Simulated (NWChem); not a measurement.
Extrapolating the UMP2 correlation energy of OS

```
O
S 1 1.5018
```
Charge 0, spin multiplicity 3.

Program: NWChem. All single points use one geometry, from UPBE0/def2-SVP, a minimum by its harmonic frequencies.

The correlated methods keep 6 core orbitals frozen. The structure started from a generated list of species. The unpaired electrons of the parent sit in orbitals of symmetry b1 and b2 (C2v labels of the run); other states weren't searched. The stability of the SCF solutions was not checked. Open-shell Hartree-Fock references start from PBE0 orbitals; any time given for them includes that run.

Worked example. The UMP2 correlation energy is -377.06 mHa in cc-pVTZ and -407.74 mHa in cc-pVQZ. The form E(X) = E∞ + A/X³ turns the pair into an estimate of the basis-set limit.

E∞ = (4³·(-407.74) − 3³·(-377.06))/(4³ − 3³) = -430.1 mHa. The larger basis holds 95 % of that, at about 3 times the processor time of the smaller one. This is a two-point estimate.
